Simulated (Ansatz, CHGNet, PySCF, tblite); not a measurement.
# Rock-salt CaO, cohesive energy

Reference value: 5.53 ± 0.03 eV/atom (worked out here from tabulated enthalpies at 298 K, copied from a table, unchecked, brought to a static lattice with a Debye model, atoms in their spin–orbit ground levels; inputs from the CRC Handbook).

```tsv
level (code)	value (eV/atom)	cell (Å³/atom)
IPEA1-xTB (tblite)	7.85	11.78
CHGNet 0.3.0	5.34	14.27
LDA (Ansatz)	6.35	13.04
PBE (Ansatz)	5.46	14.09
r²SCAN+rVV10 (Ansatz)	___	13.65
Hartree–Fock (PySCF)	___	14.44
MP2 (PySCF)	5.69 ± 0.1	14.01
```

### Question
Fill in the missing entries.

### Answer

- r²SCAN+rVV10 (Ansatz, a quantum-chemistry and plane-wave program), value (eV/atom): 5.81
- Hartree–Fock (PySCF), value (eV/atom): 3.69 ± 0.06

Errors against the reference: IPEA1-xTB +2.32 eV/atom, CHGNet 0.3.0 -0.19 eV/atom, LDA +0.82 eV/atom, PBE -0.07 eV/atom, r²SCAN+rVV10 +0.28 eV/atom, Hartree–Fock -1.84 eV/atom, MP2 +0.16 eV/atom.

Leaving aside IPEA1-xTB (doubt noted below), CHGNet 0.3.0 (doubt noted below): Once the reference is moved by up to 0.20 eV/atom (a margin picked here for doubts on the reference and the settings) and values within 0.03 eV/atom count as equal, the nearest can be PBE (-0.07 eV/atom) or MP2 (+0.16 eV/atom). Farthest off among them: Hartree–Fock (-1.84 eV/atom). Within 0.5 eV/atom: PBE, r²SCAN+rVV10, MP2.

Free atoms are spin-polarised, in the lowest state found; at levels without +SOC their spin–orbit coupling is left out.  A ± on a computed value is a rough bar: the spread of its extrapolation, a floor set from checks against published values, or a statistical error. IPEA1-xTB: the free atoms are run in the same model without spin. IPEA1-xTB: this parameter set was refitted to ionisation energies, not structures. IPEA1-xTB: the run uses a supercell at the zone centre in place of a k mesh. CHGNet 0.3.0: free atoms can lie outside what these potentials were trained on. CHGNet 0.3.0: the energies of CHGNet 0.3.0 can hold anion corrections fitted to measured formation enthalpies. Each level is taken at its own relaxed cell. Cutoffs differ between the levels. Ansatz's density-functional and Hartree–Fock values are scalar-relativistic unless marked +SOC, with PAW data made under PBE.

Machine-learned potentials (CHGNet 0.3.0) are trained on DFT data: a solid inside that data is no test of them.

Differences are worked out from the printed values.
